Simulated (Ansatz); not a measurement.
## Ansatz (development build ahead of 0.2.0) run

```yaml
crystal:
  periodic: [false, false, false]
  atoms:
    - { symbol: C, position_ang: [0.0, 0.0, 0.0] }
    - { symbol: F, position_ang: [0.0, 0.0, 2.0772] }
basis:
  gaussian: { orbitals: STO-3G }
total_charge: 1
hamiltonian:
  xc: hf
correlation:
  method: fci
  frozen_orbitals: { C: 1, F: 1 }
```

The input is written out in the form of the current development build from the run's settings.

The run gave:

- Converged: yes
- Reference energy: -134.75213 hartree
- Correlation energy: -0.21216 hartree
- Total energy: -134.96429 hartree
- State: lowest singlet root, of any spatial symmetry

Caution: other spin multiplicities were not run.
